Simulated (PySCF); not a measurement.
**Shifts of the heteroatoms**

Geometry:
```tsv
atom	x (Å)	y (Å)	z (Å)
C1	-2.214	0.585	0.348
C2	-2.200	-0.617	-0.381
C3	-1.019	-1.209	-0.735
C4	0.201	-0.607	-0.368
N5	1.370	-1.187	-0.717
C6	2.468	-0.584	-0.350
C7	2.454	0.624	0.381
N8	1.342	1.208	0.734
C9	0.187	0.610	0.370
C10	-1.047	1.192	0.721
H11	-3.163	1.027	0.613
H12	-3.139	-1.072	-0.660
H13	-0.986	-2.131	-1.293
H14	3.399	-1.055	-0.633
H15	3.373	1.111	0.676
H16	-1.033	2.114	1.282
```

- shielding tensors at PBE0/pcSseg-1 (GIAO)
- GFN2-xTB geometry
- code: PySCF
- isolated molecule, relativity neglected, averaged over atoms made equivalent by symmetry, fast rotation or ring inversion, single conformer

Question: Predict the 15N NMR data.

Answer: 
```csv
atoms,environment,σ (ppm),δ (ppm)
N5/N8,pyridine-type ring nitrogen,-109.5,-47.2
```

Shieldings were converted by a linear fit to measured shifts: 15N: δ = -148.07 − 0.921σ (rms 6.3 ppm, 71 shifts vs CH3NO2, solution or neat liquid). Occasional misses reach two or three times the rms, and more in compound classes unlike the fitted ones.

On a 400 MHz spectrometer 15N resonates near 40.5 MHz, so 1 ppm is 40.5 Hz.
